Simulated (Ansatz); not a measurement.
Species: ethylsilane, C2H8Si, charge 0, multiplicity 1. SMILES: [SiH3]CC
Geometry from a B3LYP-D3(BJ)/def2-TZVP (Ansatz, an electronic-structure program) optimisation:
```xyz
11

C     -1.6917     0.4200     0.0435
C     -0.5724    -0.5409    -0.3764
Si     1.1433     0.0254     0.1477
H     -2.6708     0.0585    -0.2775
H     -1.7251     0.5412     1.1284
H     -1.5481     1.4115    -0.3913
H     -0.7490    -1.5347     0.0460
H     -0.5732    -0.6705    -1.4630
H      1.4545     1.3480    -0.4505
H      1.2128     0.1596     1.6246
H      2.1783    -0.9447    -0.2874
```

B3LYP/STO-3G beside other levels, property by property. Conventions: spin-orbit terms left out; non-relativistic; UHF or UKS for open shells; each state is the SCF solution reached for its charge and spin; valence correlation only; atomisation electronic, to ground-state atoms; dispersion terms only where a functional's name holds one. CBS marks a two-point X^-3 extrapolation of the correlation energy; Hartree-Fock from the larger set. [CCSD(T)-MP2]/basis is that difference in the basis named. Ab initio and DFT rows: single points at B3LYP-D3(BJ) geometries (Ansatz), with unscaled harmonic terms from B3LYP/6-31G* (Ansatz) at its own minima, enthalpies of formation by atomisation with measured atoms. Sets without +, aug- or the D of def2-TZVPD hold no diffuse functions, which anions need.

Coupled cluster (Ansatz) is a level with limits of its own, used here on species with T1 under 0.025 (0.045 for open shells) and stable references: (a) RI-MP2/CBS(aug-cc-pV(T+d)Z,aug-cc-pV(Q+d)Z)+[CCSD(T)-MP2]/aug-cc-pV(T+d)Z; (b) RI-MP2/CBS(cc-pV(T+d)Z,cc-pV(Q+d)Z)+[CCSD(T)-MP2]/cc-pV(T+d)Z; (c) CCSD(T)/CBS(aug-cc-pV(T+d)Z,aug-cc-pV(Q+d)Z).

| property | B3LYP/STO-3G (Ansatz) | PBE/def2-TZVPD (Ansatz) | wB97M-V/def2-TZVPD (Ansatz) | wB97X-V/def2-TZVPD (Ansatz) | to compare with |
|---|---|---|---|---|---|
| C-Si bond dissociation enthalpy at 298 K, to [SiH3] (SiH3) + [CH2]C (C2H5) (kcal/mol) | 111.6 | 78.7 | 85.4 | 85.1 | 84.9 coupled cluster (a) |
| deprotonation enthalpy (H-Si bond) at 298 K, to CC[SiH2-] + H+ (kcal/mol) | 489.5 | 373.0 | 374.7 | 380.6 | 378.1 coupled cluster (c) |
| vertical ionisation energy to the doublet (eV) | 9.61 | 10.43 | 10.85 | 10.84 | 11.04 coupled cluster (a) |
| H-Si bond dissociation enthalpy at 298 K, to CC[SiH2] + H atom (kcal/mol) | 124.9 | 86.4 | 93.0 | 92.8 | 92.6 coupled cluster (c) |
| enthalpy of formation at 298 K (kcal/mol) | -249.2 | -6.0 | -9.3 | -11.2 | -8.9 coupled cluster (c) |
| atomisation energy (kcal/mol) | 1160.2 | 917.1 | 920.3 | 922.2 | 919.9 coupled cluster (c) |
| C-C bond dissociation enthalpy at 298 K, to [CH2][SiH3] (CH5Si) + [CH3] (CH3) (kcal/mol) | 111.0 | 84.8 | 87.0 | 87.3 | 86.6 coupled cluster (b) |
| deprotonation enthalpy (C-H bond) at 298 K, to C[CH-][SiH3] + H+ (kcal/mol) | 514.8 | 387.9 | 389.6 | 395.0 | 392.6 coupled cluster (c) |

As the rows show:
- C-Si bond dissociation enthalpy at 298 K, to [SiH3] (SiH3) + [CH2]C (C2H5): B3LYP/STO-3G lies 26.7 kcal/mol above coupled cluster.
- deprotonation enthalpy (H-Si bond) at 298 K, to CC[SiH2-] + H+: B3LYP/STO-3G lies 111.4 kcal/mol above coupled cluster.
- vertical ionisation energy to the doublet: B3LYP/STO-3G lies 1.43 eV below coupled cluster.
- H-Si bond dissociation enthalpy at 298 K, to CC[SiH2] + H atom: B3LYP/STO-3G lies 32.3 kcal/mol above coupled cluster.
- enthalpy of formation at 298 K: B3LYP/STO-3G lies 240.3 kcal/mol below coupled cluster.
- atomisation energy: B3LYP/STO-3G lies 240.3 kcal/mol above coupled cluster.
- C-C bond dissociation enthalpy at 298 K, to [CH2][SiH3] (CH5Si) + [CH3] (CH3): B3LYP/STO-3G lies 24.4 kcal/mol above coupled cluster.
- deprotonation enthalpy (C-H bond) at 298 K, to C[CH-][SiH3] + H+: B3LYP/STO-3G lies 122.2 kcal/mol above coupled cluster.

The properties are those with a value to compare with, at most eight drawn at random. No case is left out for the size of its miss. Left out are saddle points of the reference geometry, anions that the best level run finds unbound, excited spin states, species near biochemistry, 298 K rows of species without real B3LYP wavenumbers, cases with under five habitual levels, runs that failed or that the program found above a lower state of the same kind, table entries that another table contradicts, and a share of species set aside by lot.
